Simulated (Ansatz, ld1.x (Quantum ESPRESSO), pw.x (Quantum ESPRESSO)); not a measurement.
# From atom to crystal: RRKJ potential for Li (Z = 3)

* Element: lithium (Li)
* Generator: ld1.x (Quantum ESPRESSO) 7.5
* Type: norm-conserving RRKJ (Kleinman–Bylander form)
* Functional: PBE
* Relativity: scalar-relativistic
* Frozen core: [He]
* Valence charge: 1
* Reference configuration: 2s0 2p1
* Partial waves: 2p (bound): rc 4.20 bohr; 3d channel at 0.45 Ry: rc 3.90 bohr; 2s (bound, empty): rc 2.75 bohr
* Local potential: the s channel
* Core correction: Bessel-smoothed model core inside 2.35 bohr

Atomic tests: cutoffs needed: 6 Ry and 6 Ry (the cutoffs (Ry, on a coarse ladder) from which the occupation-weighted sum of valence levels, in a spherical-Bessel basis at the reference potential, stays within 10 and 1 mRy of its value at 400 Ry); ghost test: no extra level below or beside the all-electron valence levels (p, d, s, f tested) (spherical-Bessel basis up to 400 Ry, 20 bohr box); largest excitation error: -4.2 meV (all-electron minus pseudo) for 2s1 2p0, out of 2 test configurations.

Crystal test: bcc Li in pw.x 7.5, no spin, 13³ k-points, Fermi–Dirac smearing 0.01 Ry, cutoffs 50/200 Ry. The reference is all-electron LAPW (Ansatz 0.2.0) with the same functional, mesh and smearing; V0 and B0 come from Birch–Murnaghan fits to the pressures at five volumes. Errors are pseudo minus all-electron; Δ is the rms difference of the E(V) curves that follow from these fits, minima aligned, over ±6 % about the mean V0. Mesh and smearing are coarse, so the numbers serve the comparison and aren't converged zero-temperature values; the lattice is a test structure that the element need not adopt.

```tsv
V (Å³/atom)	P all-electron (GPa)	P pseudo (GPa)
19.352	0.71	-0.47
19.862	0.30	-0.77
20.371	-0.05	-1.04
20.880	-0.38	-1.28
21.390	-0.67	-1.49
```

All-electron: a0 = 3.436 Å (V0 = 20.29 Å³/atom), B0 = 13.8 GPa.

Pseudopotential: mean pressure error (GPa): -0.99. The pressure does not cross zero within the volumes sampled, so no fit is given. The largest radius (4.20 bohr) exceeds half the bond length (2.82 bohr), so the spheres overlap, which is one possible source of error among others. This is a poor potential for the solid.

Task: At the middle volume, how do free energy and pressure move when the wave cutoff is lowered (ecutrho kept at four times it)?

Result:

```tsv
cutoff (Ry)	shift of F (meV/atom)	shift of P (GPa)
22	+0.2	+0.00
30	+0.0	-0.00
40	+0.0	+0.00
```

The run at the middle volume (84 k-points, 4 iterations) took about 3 s on one core of a shared host (Neoverse-V1, 32 threads, 247 GiB, load 13).
